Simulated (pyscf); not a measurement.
A first-order saddle from PySCF, ωB97X-D3(BJ)/def2-SVP:

```xyz
5

Sn     1.6235     1.7397    -0.7683
O      2.8940     2.9900    -1.1420
S     -0.2620    -0.0335    -0.3176
H     -1.6506    -0.8311     0.1713
H     -1.2257    -1.4024    -0.3022
```

Surface: singlet, charge 0. Lowest wavenumbers (cm⁻¹): 881i, 26, 35, 333, 371.

Task: Name the species on either side of this saddle.

Result: O=Sn: (SMILES [O]=[Sn]) [singlet] + H₂S (SMILES S) ⇌ O=Sn=S (SMILES [O]=[Sn]=[S]) + H₂ (SMILES [H][H]), a concerted two-bond exchange read from left to right: H–S, H–S broken and S–Sn, H–H formed. At ωB97M-D3(BJ)/def2-TZVP it lies +60.4 kcal/mol from the left side and +33.5 kcal/mol from the right (each side as separated species at their lowest minima found). On the reactant side the descent ends in a complex (not fully relaxed), 6.1 kcal/mol under the separated species and 63.2 kcal/mol under the saddle at ωB97X-D3(BJ)/def2-TZVP. At ωB97X-D3(BJ)/def2-TZVP the barrier from the zero used here is 57.2 kcal/mol. The same reactants have a lower exit, to O=SnH–SH (barrier +52.8 kcal/mol at ωB97M-D3(BJ)/def2-TZVP, against +60.4 kcal/mol here). One saddle was located; it need not be the lowest between these sides. Elements past Kr carry the def2 core potentials, without spin-orbit coupling.
